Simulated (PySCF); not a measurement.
## Static response to an electric field

C3H3P.
Numbering: `[CH2:1]=[CH:2][C:3]#[P:4]` (hydrogens: H5, H6 on C1; H7 on C2)

Structure used (GFN2-xTB), in Å, numbered top down from 1:
```xyz
7
C3H3P angstrom
C     -1.024   -0.389   -0.020
C     -0.020    0.490    0.019
C      1.327    0.131    0.000
P      2.837   -0.259   -0.021
H     -2.052   -0.072   -0.004
H     -0.840   -1.450   -0.069
H     -0.224    1.555    0.068
```

Level: B3LYP/def2-SVPD (PySCF), static field, nuclei fixed, core orbitals frozen in the response. The polarisability tensor in these axes (au):

```
x   107.45  -0.56  -0.14
y    -0.56  49.99   0.41
z    -0.14   0.41  41.12
```

Problem. Diagonalise the tensor; give its mean and Δα, where Δα² is half the sum of the squared differences of the eigenvalues.

Solution. Principal values 41.11, 50.01 and 107.46 au; mean 66.19 au = 9.81 Å³ = 10.91 × 10⁻⁴⁰ C²·m²/J; Δα = 62.38 au (94 % of the mean).

Problem. What is the dipole moment, and where does it point?

Solution. (-1.24, 0.15, 0.01) D, 1.25 D in size, pointing from the negative to the positive side. Measured along this direction, the outermost atoms are P4 at the negative end and H5 at the positive end.

Problem. What are the principal values of the traceless quadrupole moment, Θ = ½Σq(3rr − r²1), about the centre of nuclear charge?

Solution. -4.14, 0.51, 3.63 D·Å. The values depend on the origin, since the dipole doesn't vanish. The electronic extent ⟨r²⟩ about the same centre is 436 bohr², a root-mean-square distance of 1.84 Å for the 36 electrons.

Problem. Refractivity n − 1 of an ideal gas of it at 400 K and 1 atm, from the electronic α?

Solution. N = p/kT = 1.8347 × 10¹⁹ cm⁻³, so n − 1 = 2π × N × 9.81 × 10⁻²⁴ cm³ = 1131 × 10⁻⁶ at long wavelengths, for an ideal gas.

Problem. Estimate the molar refractivity from the static electronic polarisability.

Solution. Lorentz–Lorenz: R = (4π/3)N_A α = 2.5225 cm³/(mol·Å³) × 9.81 Å³ = 24.7 cm³/mol, in the limit of long wavelengths.

Problem. Along which axes do the principal values lie, and how far do the nuclei extend along each?

Solution. Largest value along (1.00, -0.01, 0.00), where the nuclei span 4.89 Å; middle along (0.01, 1.00, 0.05), 3.01 Å; least along (0.00, -0.05, 1.00), 0.00 Å. The response follows the extents in order.

Isolated species at its GFN2-xTB geometry, gas phase.
